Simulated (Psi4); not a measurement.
# One shape, several levels: singlet CH4NSi+

Aim: a comparison of 3 runs (BLYP/def2-SVPD, PBE/def2-SVPD, SVWN5/def2-SVPD) of singlet CH4NSi+. 

Program for the calculation: Psi4 1.11.

1 further run of the same task is left out (set aside as unsound or not needed).

### 1 Starting point

CH4NSi+ has 7 atoms, charge +1, and is taken as a singlet. As SMILES of the parent species, `[H]/N=C/[SiH2]`. The coordinates come from a GFN2-xTB relaxation. This is one conformer, not always the lowest. That shape belongs to the parent species and isn't relaxed for this state.

Bond lengths: N1–C2 1.286 Å, C2–Si3 1.829 Å, N1–H4 1.018 Å, C2–H5 1.102 Å, Si3–H6 1.445 Å, Si3–H7 1.453 Å. Angles: N1–C2–Si3 119.7°, N1–C2–H5 123.0°, Si3–C2–H5 117.4°, C2–N1–H4 114.6°, C2–Si3–H6 123.1°, C2–Si3–H7 118.6°, H6–Si3–H7 118.3°.

### 2 Energy and forces at BLYP/def2-SVPD (run 1)

The input, input.json:

```json
{
 "schema_name": "qcschema_input",
 "schema_version": 1,
 "molecule": {
  "schema_name": "qcschema_molecule",
  "schema_version": 2,
  "symbols": ["N", "C", "Si", "H", "H", "H", "H"],
  "geometry": [-2.92692121, -0.24972731, -0.30127904, -0.59344959, -0.22136252, -0.979086, 1.8637046, 0.38070423, 1.37505921, -4.17020982, -0.59566057, -1.72894823, 0.02039014, -0.5471324, -2.94139651, 1.32082407, 0.83102596, 4.01345704, 4.4856807, 0.40213372, 0.56219352],
  "molecular_charge": 1,
  "molecular_multiplicity": 1,
  "fix_symmetry": "c1"
 },
 "driver": "gradient",
 "model": {
  "method": "blyp",
  "basis": "def2-SVPD"
 },
 "keywords": {
  "reference": "rks",
  "puream": true,
  "e_convergence": 1e-09,
  "d_convergence": 1e-08,
  "scf_type": "pk",
  "dft_radial_points": 99,
  "dft_spherical_points": 590
 }
}
```

Command:

```console
$ psi4 --qcschema input.json -n 1 --memory 1600MB
```

stdout:

```text
[...]
  Running in c1 symmetry.
[...]
  Nuclear repulsion =   91.149019506951177
[...]
  Multiplicity = 1
[...]
  Nalpha       = 15
  Nbeta        = 15
[...]
    Number of basis functions: 96
[...]
   @RKS iter   1:  -383.96947763445723    8.53400e-02   6.78143e-03 ADIIS/DIIS
[...]
   @RKS iter  12:  -384.19913443545011   -4.88853e-12   8.51465e-09 DIIS
[...]
  @RKS Final Energy:  -384.19913443545011
   => Energetics <=
    Nuclear Repulsion Energy =             91.1490195069511770
    One-Electron Energy =                -701.5710354835734961
    Two-Electron Energy =                 260.5587401803309149
    DFT Exchange-Correlation Energy =     -34.3358586391586584
    Empirical Dispersion Energy =           0.0000000000000000
    VV10 Nonlocal Energy =                  0.0000000000000000
    Total Energy =                       -384.1991344354501052
[...]
  -Total Gradient:
     Atom            X                  Y                   Z
    ------   -----------------  -----------------  -----------------
       1       -0.006904384959    -0.004576827368    -0.021416103803
       2        0.009250408129     0.003633826385     0.016068648506
       3       -0.000561899178    -0.000370707342    -0.002634188975
       4        0.008916599797     0.002767403011     0.011215626601
       5       -0.003587638469     0.001030558068     0.007106680511
       6        0.005500045455    -0.002441087076    -0.014893344852
       7       -0.012609020983    -0.000042393166     0.004555229375
[...]
```

The result, in JSON:

```text
{
 "driver": "gradient",
 "model": {
  "method": "blyp",
  "basis": "def2-SVPD"
 },
 "success": true,
 "return_result": [-0.006904384959466409, -0.004576827368244163, -0.0214161038030444, 0.009250408129363341, 0.0036338263853062033, 0.016068648505706606, -0.0005618991776638518, -0.0003707073417919696, -0.002634188974596512, 0.008916599797374358, 0.0027674030113570003, 0.011215626600926759, -0.003587638469305557, 0.001030558068491172, 0.007106680511163532, 0.005500045455108519, -0.002441087076452384, -0.014893344852223628, -0.012609020982783409, -4.2393165788862184e-05, 0.004555229374514913],
 "properties": {
  "calcinfo_nbasis": 96,
  "calcinfo_nmo": 96,
  "calcinfo_nalpha": 15,
  "calcinfo_nbeta": 15,
  "calcinfo_natom": 7,
  "nuclear_repulsion_energy": 91.14901950695118,
  "return_energy": -384.1991344354501,
  "return_gradient": [-0.006904384959466409, -0.004576827368244163, -0.0214161038030444, 0.009250408129363341, 0.0036338263853062033, 0.016068648505706606, -0.0005618991776638518, -0.0003707073417919696, -0.002634188974596512, 0.008916599797374358, 0.0027674030113570003, 0.011215626600926759, -0.003587638469305557, 0.001030558068491172, 0.007106680511163532, 0.005500045455108519, -0.002441087076452384, -0.014893344852223628, -0.012609020982783409, -4.2393165788862184e-05, 0.004555229374514913],
  "scf_one_electron_energy": -701.5710354835735,
  "scf_two_electron_energy": 260.5587401803309,
  "scf_xc_energy": -34.33585863915866,
  "scf_dipole_moment": [1.058121291448162, 0.04696056650627772, -0.13233859965785888],
  "scf_total_energy": -384.1991344354501,
  "scf_total_gradient": [-0.006904384959466409, -0.004576827368244163, -0.0214161038030444, 0.009250408129363341, 0.0036338263853062033, 0.016068648505706606, -0.0005618991776638518, -0.0003707073417919696, -0.002634188974596512, 0.008916599797374358, 0.0027674030113570003, 0.011215626600926759, -0.003587638469305557, 0.001030558068491172, 0.007106680511163532, 0.005500045455108519, -0.002441087076452384, -0.014893344852223628, -0.012609020982783409, -4.2393165788862184e-05, 0.004555229374514913],
  "scf_iterations": 12
 }
}
```

It took 21 s on 1 thread of Intel Xeon Platinum 8488C (Sapphire Rapids), shared host; peak memory 0.89 GiB.

### 3 Energy and forces at PBE/def2-SVPD (run 2)

The input, job.py:

```python
import psi4

psi4.set_memory('1600 MB')
psi4.set_num_threads(1)
psi4.set_output_file('ch4nsi.out', False)

mol = psi4.geometry("""
1 1
N     -2.92692121    -0.24972731    -0.30127904
C     -0.59344959    -0.22136252    -0.97908600
Si     1.86370460     0.38070423     1.37505921
H     -4.17020982    -0.59566057    -1.72894823
H      0.02039014    -0.54713240    -2.94139651
H      1.32082407     0.83102596     4.01345704
H      4.48568070     0.40213372     0.56219352
units bohr
symmetry c1
""")

psi4.set_options({
    'basis': 'def2-SVPD',
    'puream': True,
    'e_convergence': 1e-09,
    'd_convergence': 1e-08,
    'scf_type': 'pk',
    'dft_radial_points': 99,
    'dft_spherical_points': 590,
})

e = psi4.gradient("pbe")
print('gradient / Eh bohr^-1')
print(e.np.round(6))
```

Command:

```console
$ python job.py
```

ch4nsi.out:

```text
[...]
  Running in c1 symmetry.
[...]
  Nuclear repulsion =   91.149019506951177
[...]
  Multiplicity = 1
[...]
  Nalpha       = 15
  Nbeta        = 15
[...]
    Number of basis functions: 96
[...]
   @RKS iter   1:  -383.76026320049419    7.97602e-02   6.32650e-03 ADIIS/DIIS
[...]
   @RKS iter  12:  -383.96057950961438   -6.30962e-12   8.48343e-09 DIIS
[...]
  @RKS Final Energy:  -383.96057950961438
   => Energetics <=
    Nuclear Repulsion Energy =             91.1490195069511770
    One-Electron Energy =                -701.6247178790036969
    Two-Electron Energy =                 260.6045086343980302
    DFT Exchange-Correlation Energy =     -34.0893897719598868
    Empirical Dispersion Energy =           0.0000000000000000
    VV10 Nonlocal Energy =                  0.0000000000000000
    Total Energy =                       -383.9605795096143765
[...]
  -Total Gradient:
     Atom            X                  Y                   Z
    ------   -----------------  -----------------  -----------------
       1       -0.011302919806    -0.004951910315    -0.021870854700
       2        0.013395657711     0.003578744487     0.014306934240
       3        0.002218722500     0.000227783063    -0.000382270738
       4        0.008372978324     0.002807916419     0.011629231947
       5       -0.004298594972     0.001142660202     0.007955948722
       6        0.005947974022    -0.002754854463    -0.016760727278
       7       -0.014330941307    -0.000049698678     0.005124103905
[...]
```

On the terminal:

```text
gradient / Eh bohr^-1
[[-1.1303e-02 -4.9520e-03 -2.1871e-02]
 [ 1.3396e-02  3.5790e-03  1.4307e-02]
 [ 2.2190e-03  2.2800e-04 -3.8200e-04]
 [ 8.3730e-03  2.8080e-03  1.1629e-02]
 [-4.2990e-03  1.1430e-03  7.9560e-03]
 [ 5.9480e-03 -2.7550e-03 -1.6761e-02]
 [-1.4331e-02 -5.0000e-05  5.1240e-03]]
```

Wall time 24 s (1 thread of Intel Xeon Platinum 8488C (Sapphire Rapids), shared host); peak memory 0.89 GiB.

### 4 A single-point energy at SVWN5/def2-SVPD (run 3)

The input, calc.py:

```python
import psi4

psi4.set_memory('1600 MB')
psi4.set_num_threads(1)
psi4.core.set_output_file('run.log', False)

molecule = psi4.geometry("""
1 1
N
C 1 1.285946
Si 2 1.828695 1 119.65598
H 1 1.018398 2 114.55275 3 179.9096
H 2 1.101603 1 122.97297 4 -0.10621
H 3 1.445211 2 123.05912 5 -179.84356
H 3 1.452682 6 118.33554 2 -179.83833
units angstrom
symmetry c1
no_reorient
no_com
""")

options = {'basis': 'def2-SVPD', 'puream': True, 'e_convergence': 1e-09, 'd_convergence': 1e-08, 'scf_type': 'pk', 'dft_radial_points': 99, 'dft_spherical_points': 590}
psi4.set_options(options)

energy_value, wavefunction = psi4.energy("scf", dft_functional={"name": "SVWN5", "x_functionals": {"LDA_X": {}}, "c_functionals": {"LDA_C_VWN": {}}}, return_wfn=True)
psi4.oeprop(wavefunction, "LOWDIN_CHARGES", "MULLIKEN_CHARGES", "MAYER_INDICES", title="SCF")
print('E =', round(energy_value, 9))
```

Command:

```console
$ python calc.py
```

run.log:

```text
[...]
  Running in c1 symmetry.
[...]
  Nuclear repulsion =   91.149023958918832
[...]
  Multiplicity = 1
[...]
  Nalpha       = 15
  Nbeta        = 15
[...]
    Number of basis functions: 96
[...]
   @RKS iter   1:  -382.02322183140211    1.34587e-01   6.58038e-03 DIIS/ADIIS
[...]
   @RKS iter  12:  -382.23890796920148   -3.07523e-11   9.60631e-09 DIIS
[...]
  @RKS Final Energy:  -382.23890796920148
   => Energetics <=
    Nuclear Repulsion Energy =             91.1490239589188320
    One-Electron Energy =                -701.5704391791352919
    Two-Electron Energy =                 260.5066258101028325
    DFT Exchange-Correlation Energy =     -32.3241185590878501
    Empirical Dispersion Energy =           0.0000000000000000
    VV10 Nonlocal Energy =                  0.0000000000000000
    Total Energy =                       -382.2389079692014775
[...]
 Multipole Moments:
 ------------------------------------------------------------------------------------
     Multipole            Electronic (a.u.)      Nuclear  (a.u.)        Total (a.u.)
 ------------------------------------------------------------------------------------
 L = 1.  Multiply by 2.5417464519 to convert [e a0] to [Debye]
 Dipole X            :         -0.0032831            0.0019559           -0.0013272
 Dipole Y            :         -0.7613782            0.5990981           -0.1622801
 Dipole Z            :          0.2219908            0.8480261            1.0700169
 Magnitude           :                                                    1.0822535
[...]
```

On the terminal:

```text
E = -382.238907969
```

Wall time 13 s (1 thread of Intel Xeon Platinum 8488C (Sapphire Rapids), shared host); peak memory 0.63 GiB.

### 5 All runs side by side

| run | level | task | properties | energy (Eh) | HOMO energy (eV) | LUMO energy (eV) | HOMO–LUMO gap (eV) | wall time |
| --- | --- | --- | --- | --- | --- | --- | --- | --- |
| 1 | BLYP/def2-SVPD | gradient | – | -384.199134 | -11.90 | -10.57 | 1.33 | 21 s |
| 2 | PBE/def2-SVPD | gradient | – | -383.960580 | -11.98 | -10.71 | 1.28 | 24 s |
| 3 | SVWN5/def2-SVPD | energy | (lowdin, mulliken, mayer) | -382.238908 | -12.02 | -10.94 | 1.09 | 13 s |

### 6 What came out

```
            quantity          value
 run 3: total energy  -382.23891 Eh
  run 3: HOMO energy      -12.02 eV
  run 3: LUMO energy      -10.94 eV
run 3: HOMO–LUMO gap        1.09 eV
```

**Reading.** The HOMO–LUMO gap runs from 1.09 eV (SVWN5/def2-SVPD) to 1.33 eV (BLYP/def2-SVPD). Totals of different functionals can't be ranked against each other. All runs together took 57 s, the longest 24 s.
